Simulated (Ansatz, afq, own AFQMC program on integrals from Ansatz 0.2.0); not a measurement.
Two steps: Ansatz 0.2.0 writes the Fock matrix and Cholesky factors of the valence space, and afq projects on them the lowest state that overlaps trial and start.

```yaml
crystal:
  periodic: [false, false, false]
  atoms:
    - {symbol: Ge, position_ang: [0.000000, 0.000000, 0.000000]}
    - {symbol: H, position_ang: [0.000000, 0.000000, 1.633171]}
basis:
  gaussian: {orbitals: aug-cc-pVDZ}
total_charge: -1
magnetization: {spin_polarized: true, initial_magnetization: 2}
correlation: {method: ccsd_t, electrons: outside_noble_gas, hamiltonian_folder: ham}
```

```sh
$ ansatz run in.yaml --threads 1 --pin off --events-out ev --progress --plain --max-ram 16896MiB --backend cuda --devices 0, --max-vram 18GiB
```

afq runs on the folder ham with

```
--method phaseless --trial cisd --walkers 4000 --populations 20 --least-time 60 --time-step 0.005 --steps-per-block 50 --equilibration-blocks 28 --max-blocks 4000 --target-error 0.00015 --factor-cut 1e-05 --start spin_pure --seed 8301 --release-times 0.24,0.51,0.99,1.62,2.4 --release-step 0.03 --release-every 3 --taylor-order 6
```

Times are imaginary, in 1/Eh. The walk had a cap of 122 s. With eight or more populations the least sampling time is a fifth of least-time, and the error comes from their spread. Filled inner d shells are frozen with the cores.

Log:

```
orbitals 31  electrons 4 2  factors 224 of 493
reference energy -2075.89252480 Eh
CCSD correlation -0.09797669 Eh in 10 cycles, weight of the determinant in the CISD state 0.9164
energy of the start -2075.990257 Eh
 block  time / (1/Eh)  mean weight  energy / Eh
     1     0.250  1.0000  -2075.989893
     2     0.500  0.9999  -2075.990227
     3     0.750  0.9999  -2075.990735
     4     1.000  0.9999  -2075.991261
     5     1.250  1.0001  -2075.991691
    12     3.000  0.9998  -2075.993262
    19     4.750  1.0001  -2075.993928
    26     6.500  1.0000  -2075.994047
    33     8.250  1.0000  -2075.994307
    35     8.750  1.0000  -2075.994515
    40    10.000  1.0001  -2075.994079
    47    11.750  1.0001  -2075.994252
    54    13.500  1.0001  -2075.994070
    61    15.250  1.0002  -2075.994010
    68    17.000  1.0000  -2075.994351
    75    18.750  1.0000  -2075.994079
    77    19.250  1.0000  -2075.993761
    78    19.500  0.9998  -2075.993788
error from the spread of 20 populations
released: time / (1/Eh)  energy / Eh  error  mean overlap
  0.24  -2075.994206  0.000048  0.9995
  0.51  -2075.994244  0.000046  0.9981
  0.99  -2075.994306  0.000035  0.9963
  1.62  -2075.994293  0.000039  0.9960
  2.40  -2075.994295  0.000046  0.9927
energy -2075.994193 +/- 0.000048 Eh
(rows thinned)
```

The run passed its tests (sampling time, drift between the halves within three errors, error under three times the target), which doesn't prove that it has relaxed.

Against this walk (error 1.3 meV) on the same determinant: CCSD(T) 21.4 meV higher, CCSDT(Q) 2.4 meV lower (within the noise), CCSDTQ 3.0 meV lower, full CI 3.1 meV lower. The error is statistical and leaves out the bias of the constraint. Released to 2.40 1/Eh the energy moves by -2.8 ± 1.8 meV (both errors), within twice the noise.

Cautions: constraint bias not in the error; no relativity below Rb; no spin-orbit coupling; inner d shell frozen.

The walk took 35 s on 1 × NVIDIA H100 80GB HBM3 with 2 threads of AMD EPYC 7R13 Processor (Zen 3) (shared host) (the card was shared). The log's last line is the phaseless energy.

CCSDT and higher add their correlation energy to the determinant of the CCSD(T) run, since their own runs factorise the integrals more tightly (a shift of under 2 meV). A walk keeps the symmetry of its determinant, which the program's search chose and which needn't be the lowest solution, so a lower state of the same spin and another symmetry isn't excluded.
